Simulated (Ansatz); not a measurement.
**H2Ge–N⁺, triplet: the ladder up to RCCSDT(Q)**

Geometry: that of the H2Ge–N, quartet, kept fixed.

```yaml
atoms:
  - { symbol: Ge, position_ang: [-0.0346, 0.0000, 0.2958] }
  - { symbol: N, position_ang: [0.0724, 0.0000, -1.6458] }
  - { symbol: H, position_ang: [0.7424, -1.2582, 0.7751] }
  - { symbol: H, position_ang: [0.7424, 1.2582, 0.7751] }
```

Basis cc-pVTZ; Ansatz 0.2.0. Only valence electrons are correlated (noble-gas cores and the filled d shells of p-block atoms frozen), which leaves 10 electrons in 86 orbitals. Prefix R: restricted or restricted open-shell reference; prefix U: unrestricted. Active spaces: valence = (10e, 10o) chosen from the atoms' valence shells. No spin–orbit coupling is included, and no scalar relativity.

Full CI isn't at hand for all of this; RCCSDT(Q) serves as the reference, and is uncertain by about the last step of the cluster series. The frozen core follows each run's orbitals, which can shift R against U totals by a few meV for light atoms and by up to 0.1 eV past Ca.

The UHF ⟨S²⟩ is 2.694. The T1 diagnostic (RCCSD) is 0.0496 and the largest doubles amplitude (RCCSD) is 0.067.

```json
{"level": "RHF", "E − E(RCCSDT(Q)) (meV)": "7623", "share of correlation (%)": "0.00", "wall time": "–"}
{"level": "RMP2", "E − E(RCCSDT(Q)) (meV)": "1382", "share of correlation (%)": "81.87", "wall time": "–"}
{"level": "RCCSD", "E − E(RCCSDT(Q)) (meV)": "367", "share of correlation (%)": "95.19", "wall time": "–"}
{"level": "RCCSD(T)", "E − E(RCCSDT(Q)) (meV)": "72", "share of correlation (%)": "99.05", "wall time": "7.5 s (H100)"}
{"level": "BCCD(T)", "E − E(RCCSDT(Q)) (meV)": "77", "share of correlation (%)": "98.99", "wall time": "9 s (H100)"}
{"level": "RCCSDT", "E − E(RCCSDT(Q)) (meV)": "20", "share of correlation (%)": "99.74", "wall time": "–"}
{"level": "CASSCF (valence space)", "E − E(RCCSDT(Q)) (meV)": "4977", "share of correlation (%)": "34.71", "wall time": "–"}
{"level": "NEVPT2 (valence space)", "E − E(RCCSDT(Q)) (meV)": "1019", "share of correlation (%)": "86.63", "wall time": "15 s (H100)"}
{"level": "MRCISD (valence space)", "E − E(RCCSDT(Q)) (meV)": "349", "share of correlation (%)": "95.43", "wall time": "–"}
{"level": "MRCISD+Q (valence space)", "E − E(RCCSDT(Q)) (meV)": "56", "share of correlation (%)": "99.27", "wall time": "12 s (H100)"}
```

The correlation energy at RCCSDT(Q), counted from RHF, is -7.623 eV. That run took 22 s on 2 threads of AMD EPYC 7R13 with a shared H100 80 GB, shared host.

Run but not shown, since their state or frozen core can't be matched to the reference's or they repeat it: UHF, UMP2, UCCSD, UCCSD(T), UCCSDT, UCCSDT(Q).

Times hold each run's SCF and search for its determinant on a shared host, so for small cases they say little of a method's own cost.

Natural occupations of CASSCF (valence space) about the gap: 1.987 1.975 1.961 1.860 1.001 0.995 0.149 0.028 0.026 0.020; effectively unpaired electrons, Σ n²(2−n)², 2.16.
